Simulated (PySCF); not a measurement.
NaN⁻ at ROHF-SCS-MP2

Computed with ROHF-SCS-MP2; PySCF, no relativity, basis sets Na aug-cc-pVDZ, N aug-cc-pVDZ.

```json
{
  "state": "⁴Σ⁻ (quartet), unpaired electrons σ ↑, π ↑↑",
  "bond length": "2.329 Å",
  "harmonic wavenumber": "332 cm⁻¹",
  "force constant": "0.566 mdyn/Å",
  "rotational constant Be": "0.3571 cm⁻¹",
  "anharmonicity ωexe": "3.11 cm⁻¹",
  "vibration–rotation constant αe": "0.00527 cm⁻¹",
  "well depth De to Na⁻ + N": "0.72 eV",
  "dissociation energy D0": "0.70 eV"
}
```

Correlated steps freeze 2 core orbitals. Correlated levels converge slowly with the basis: in double zeta they bind strong bonds too weakly, by up to about 1 eV, and carry superposition errors of some tenths. For an ion De counts to the pair picked by the measured ionisation energies or electron affinities, which need not be the lowest pair at this level. The state was picked by a PBE0 search and need not be the measured ground state.
